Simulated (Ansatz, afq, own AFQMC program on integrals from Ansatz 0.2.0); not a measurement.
Two steps: Ansatz 0.2.0 writes the Fock matrix and Cholesky factors of the valence space, and afq projects on them the lowest state that overlaps trial and start.

```yaml
crystal:
  periodic: [false, false, false]
  atoms:
    - {symbol: Si, position_ang: [0.000000, 0.314893, 0.501756]}
    - {symbol: C, position_ang: [0.000000, -0.759917, -1.055948]}
    - {symbol: H, position_ang: [0.000000, 0.280989, -1.398292]}
basis:
  gaussian: {orbitals: cc-pVDZ}
magnetization: {spin_polarized: true, initial_magnetization: 3}
correlation: {method: ccsd_t, electrons: outside_noble_gas, hamiltonian_folder: ham}
```

```sh
$ ansatz run in.yaml --threads 1 --pin off --events-out ev --progress --plain --max-ram 1382MiB
```

afq runs on the folder ham with

```
--method free --trial cisd --walkers 60 --time-step 0.03 --max-blocks 80 --target-error 0.00036 --factor-cut 1e-05 --seed 9116 --times 0,0.3,0.6,1.2,1.8,2.4,3.6,4.8,6 --taylor-order 8
```

Times are imaginary, in 1/Eh. The walk had a cap of 671 s.

Output of the walk:

```
orbitals 31  electrons 6 3  factors 232 of 362
reference energy -327.16687901 Eh
CCSD correlation -0.19155102 Eh in 15 cycles, weight of the determinant in the CISD state 0.8370
repeat  energy at the last time / Eh  error
    10  -327.366834  0.002305
    20  -327.367236  0.001529
    30  -327.368128  0.001235
    40  -327.369051  0.001054
    50  -327.368660  0.000915
    60  -327.368661  0.000858
    70  -327.369438  0.001001
    80  -327.369706  0.000953
time / (1/Eh)  energy / Eh  error  mean overlap
  0.00  -327.358573  0.000153  1.1931
  0.30  -327.362828  0.000226  1.1967
  0.60  -327.365190  0.000268  1.1941
  1.20  -327.367040  0.000285  1.1871
  1.80  -327.367518  0.000404  1.1835
  2.40  -327.367823  0.000431  1.2031
  3.60  -327.368563  0.000454  1.1912
  4.80  -327.369190  0.000641  1.1532
  6.00  -327.369706  0.000953  1.0814
energy -327.369706 +/- 0.000953 Eh
```

The run passed its tests (error under three times the target), which doesn't prove that it has relaxed.

Against this walk (error 25.9 meV) on the same determinant: CCSD(T) 100.8 meV higher, CCSDT(Q) 28.3 meV higher (within the noise). The error is statistical, and a free projection of finite length keeps a remainder of its start. The last points still move (meV from the last: 60 ± 11 at 1.80, 51 ± 12 at 2.40, 31 ± 12 at 3.60, 14 ± 17 at 4.80, 0 ± 26 at 6.00), but the last one has reached CCSDT(Q) within the noise or passed it, so little can be left to fall.

Cautions: remainder of the start not in the error; error above the target (25.9 against 9.8 meV); lower spins were not checked; higher spins were not checked; the search met a lower determinant of the same kind, perhaps of another symmetry (50 meV lower), and this one is a saddle point; strong correlation (T1 0.052, weight of the determinant 0.84, largest double 0.09).

The walk took 3.1 min on 1 thread of Arm Neoverse V2, with other jobs on the host. The log's last line is the free-projection energy.

CCSDT and higher add their correlation energy to the determinant of the CCSD(T) run, since their own runs factorise the integrals more tightly (a shift of under 2 meV). A walk keeps the symmetry of its determinant, which the program's search chose and which needn't be the lowest solution, so a lower state of the same spin and another symmetry isn't excluded.
